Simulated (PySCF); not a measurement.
Does the answer move with the share of exact exchange?

Compound: hydrogen methyl disulfide, CH4S2.
Atom-mapped SMILES: `[CH3:1][S:2][SH:3]` (hydrogens: H4, H5, H6 on C1; H7 on S3)

Torsions of this conformer, `[CH3:1][S:2][SH:3]`: H–S3–S2–C1 -88°.

PySCF, def2-SVPD basis, density fitting, gas phase, PBE0-D3(BJ)/def2-SVP geometry; singlet excitations by full TDDFT with frozen cores, triplets by Tamm–Dancoff TDDFT and ionisation energies by ΔSCF, from the lowest of the holes tried. One functional is left out:

| functional | exact exchange (%) | HOMO energy (eV) | LUMO energy (eV) | lowest singlet excitation (eV) | lowest triplet excitation (eV) | dipole moment (D) | mean polarisability (au) | vertical ionisation energy (eV) |
| --- | --- | --- | --- | --- | --- | --- | --- | --- |
| LDA | 0 | -5.88 | -2.05 | 4.14 | 3.59 | 1.827 | 59.7 | 9.30 |
| PBE | 0 | -5.82 | -1.88 | 4.22 | 3.59 | 1.782 | 59.2 | 9.10 |
| PBE0 | 25 | -7.03 | -0.94 | 4.52 | 3.82 | 1.848 | 57.1 | 9.26 |
| BHandHLYP | 50 | -8.13 | 0.00 | 4.76 | 4.04 | 1.841 | 56.1 | 9.22 |

**Question.** Predict the row of B3LYP (20 % exact exchange) by straight lines through the other rows, and check it.

**Answer.** 
| property | line | computed | computed − line | PBE0 (25 %), for comparison |
| --- | --- | --- | --- | --- |
| HOMO energy (eV) | -6.77 | -6.80 | -0.03 | -7.03 |
| LUMO energy (eV) | -1.17 | -1.17 | 0.00 | -0.94 |
| lowest singlet excitation (eV) | 4.42 | 4.43 | +0.01 | 4.52 |
| lowest triplet excitation (eV) | 3.77 | 3.79 | +0.02 | 3.82 |
| dipole moment (D) | 1.826 | 1.777 | -0.049 | 1.848 |
| mean polarisability (au) | 57.9 | 57.9 | 0.0 | 57.1 |
| vertical ionisation energy (eV) | 9.22 | 9.27 | +0.05 | 9.26 |
